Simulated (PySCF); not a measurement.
Stepwise substitution at one centre (Si F-H). Isolated molecules, 0 K electronic values unless said otherwise. Strings in code marks are SMILES.

Level of theory: TPSSh-D3(BJ)/def2-TZVP // PBE0-D3(BJ)/def2-TZVP (PySCF). Delta-SCF ions had no search for a lower state. Excitations are Tamm–Dancoff values on a coarser integration grid. The basis has no diffuse functions, so Rydberg states are missing or too high.

```csv
species,vertical ionisation energy (Delta-SCF) (eV),T1 excitation (TDA) (eV),dipole moment (D)
0 of 4 F replaced by H,14.86,–,0.00
1 of 4 F replaced by H (`F[SiH](F)F`),13.79,___,1.24
2 of 4 F replaced by H (`F[SiH2]F`),12.46,8.00,1.39
3 of 4 F replaced by H (`F[SiH3]`),___,7.52,___
4 of 4 F replaced by H (`[SiH4]`),12.41,–,0.00
```

Q: Complete the blanks.

A: 
- 1 of 4 F replaced by H (`F[SiH](F)F`), T1 excitation (TDA) (eV): 9.73
- 3 of 4 F replaced by H (`F[SiH3]`), vertical ionisation energy (Delta-SCF) (eV): 12.36
- 3 of 4 F replaced by H (`F[SiH3]`), dipole moment (D): 1.21
